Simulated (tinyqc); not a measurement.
Pariser-Parr-Pople SCF with singles CI, for the molecule c1ccsc1 (SMILES; centres numbered as the heavy atoms are written), step by step. One step of it, computed by the program tinyqc.

Task: Singles CI, singlets. Over the 6 single excitations with the smallest orbital gaps: A = (e_a - e_i) delta + 2 (ia|jb) - (ij|ab), with (pq|rs) = sum c_mp c_mq gamma_mn c_nr c_ns. f = 2/3 w |mu|^2 in atomic units, mu = sqrt2 sum c_ia sum_m c_mi c_ma R_m.

orbital energies (eV): -14.021424  -10.233484  -8.977070  -0.126522  1.563262

coefficients:
```
,MO1,MO2,MO3,MO4,MO5
1C,0.243451,0.589686,0.357542,-0.304964,-0.610051
2C,0.243473,0.589784,-0.357351,-0.304753,0.610165
3C,0.387262,0.137682,-0.610082,0.575352,-0.357549
4S,0.762562,-0.516305,-0.000086,-0.389781,0.000045
5C,0.387273,0.137471,0.610134,0.575467,0.357344
```

repulsion gamma_rs (eV), lower triangle:
```
,1C,2C,3C,4S,5C
1C,10.440000
2C,5.180400,10.440000
3C,3.951426,5.181710,10.440000
4S,4.188991,4.188525,5.597291,14.120000
5C,5.180400,3.950220,3.951011,5.598030,10.440000
```

Centres (angstrom, eV; a flat drawing with bonds scaled to 1.40 angstrom):
```
centre,x,y,core charge z,W,gamma_rr
1C,1.191000,0.000000,1,10.390000,10.440000
2C,0.368000,1.133000,1,10.390000,10.440000
3C,-0.963000,0.700000,1,10.390000,10.440000
4S,-0.963000,-0.700000,2,24.380000,14.120000
5C,0.368000,-1.133000,1,10.390000,10.440000
```

Give: singlet CI matrix; singlet excitation energies; oscillator strengths.

Result:

singlet CI matrix (eV), lower triangle:
```
,3>4,2>4,3>5,2>5,1>4,1>5
3>4,5.804
2>4,0.000,6.524
3>5,0.000,0.847,7.092
2>5,-0.157,0.000,0.000,8.142
1>4,0.000,0.058,0.124,0.000,9.757
1>5,0.318,0.000,0.000,0.248,0.000,11.300
```

singlet excitation energies (eV): 5.774  5.915  7.692  8.137  9.766  11.336

oscillator strengths: 0.370  0.035  0.971  0.284  0.000  0.025
